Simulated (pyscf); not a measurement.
Thermochemistry of product channels of `[F][GeH3]` + `[H]` [doublet] on the doublet surface, in kcal/mol, from ωB97M-D3(BJ)/def2-TZVP energies (ideal gas, 1 atm, RRHO with modes under 100 cm⁻¹ raised to 100, one conformer, R ln 2 for rigid chiral ones). PySCF, gas phase, ωB97X-D3(BJ)/def2-SVP geometries.

| products | ΔE | ΔH(298 K) | ΔG(298 K) | ΔG(1200 K) |
|---|---|---|---|---|
| `[F][GeH2]` [doublet] + `[H][H]` | ___ | -18.7 | -20.6 | -26.3 |
| `[GeH3]` [doublet] + `[FH]` | -10.6 | -7.7 | -10.3 | ___ |

Some entries are withheld; supply them.


- `[F][GeH2]` [doublet] + `[H][H]`, ΔE: -19.5
- `[GeH3]` [doublet] + `[FH]`, ΔG(1200 K): -16.9

These are energies of the channels, which say nothing of barriers. Elements up to Kr have no core potential and no relativistic terms here.
